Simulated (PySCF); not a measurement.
Species: HOC (doublet state).
SMILES with atom numbers: `[C:1][OH:2]` (hydrogens: H3 on O2)

Cartesian coordinates in Å at the PBE0-D3(BJ)/def2-SVP level; atoms count from 1:
```
atom  x, y, z in Å
C1     1.0228   -0.1228   -0.0063
O2    -0.1335    0.3894   -0.0221
H3    -0.8663   -0.2716    0.0032
```

Method used: UKS B3LYP, IGLO-III on C O, pcH-1 on H, non-relativistic, mean-field spin-orbit, GIAO (PySCF). Isolated species at its PBE0-D3(BJ)/def2-SVP geometry, gas phase.

**Question.** Where do the isotropic ENDOR lines of C1 and H3 fall at 3370.2 mT, to first order?

**Answer.** For S = 1/2 in fast tumbling each set of equivalent nuclei gives two lines, ν± = |νn ± a/2| to first order, with νn = g_N μN B/h and μN/h = 7.62259 MHz/T.

```json
{"nuclei": "C1", "isotope": "13C", "g_N": "1.4048", "νn (MHz)": "36.09", "a_iso (MHz)": "69.02", "lower line (MHz)": "1.58", "upper line (MHz)": "70.60"}
{"nuclei": "H3", "isotope": "1H", "g_N": "5.5857", "νn (MHz)": "143.49", "a_iso (MHz)": "229.54", "lower line (MHz)": "28.72", "upper line (MHz)": "258.26"}
```

The rows for 13C, of low natural abundance, apply to labelled samples.

**Question.** Which pairs are centred on the nuclear Larmor frequency, and which on half the coupling?

**Answer.** Centred on νn, since |a| < 2νn: C1 and H3. No pair has |a| > 2νn.

**Question.** At what field would the lower line of C1 fall to zero frequency?

**Answer.** Where νn = |a|/2, that is B = 34.51 MHz/(1.4048 × 7.62259 MHz/T) = 3220 mT, as far as first order holds there.

The largest Mulliken spin populations are on C1 (+0.96) and H3 (+0.08). C1 is the only atom above +0.15.
